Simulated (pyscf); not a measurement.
Optimised with ωB97X-D3(BJ)/def2-SVP in PySCF.

### Question
For `[NH2][SiH]([NH2])[F]` + `[H][H]` → `[NH2][SiH2][F]` + `[NH3]`, a four-centre exchange (singlet surface; N–Si, H–H broken, H–Si, H–N formed), PBE/def2-TZVP gives ΔE‡ = 40.7 kcal/mol and ΔE = +11.1 kcal/mol (zero: the separated reactants). In which direction and how far do B3LYP-D3(BJ)/def2-TZVP, PBE0-D3(BJ)/def2-TZVP, ωB97M-D3(BJ)/def2-TZVP move these?

### Answer
B3LYP-D3(BJ): ΔE‡ = 47.3 kcal/mol, ΔE = +12.7 kcal/mol; PBE0-D3(BJ): ΔE‡ = 42.9 kcal/mol, ΔE = +12.1 kcal/mol; ωB97M-D3(BJ): ΔE‡ = 46.7 kcal/mol, ΔE = +12.7 kcal/mol. PBE's barrier lies under all of them, by 2.2 to 6.6 kcal/mol. Its reaction energy lies under all of them, by 1.0 to 1.6 kcal/mol. At the saddle there is also a short H–Si contact that neither side keeps. One saddle was located; it need not be the lowest between these sides.
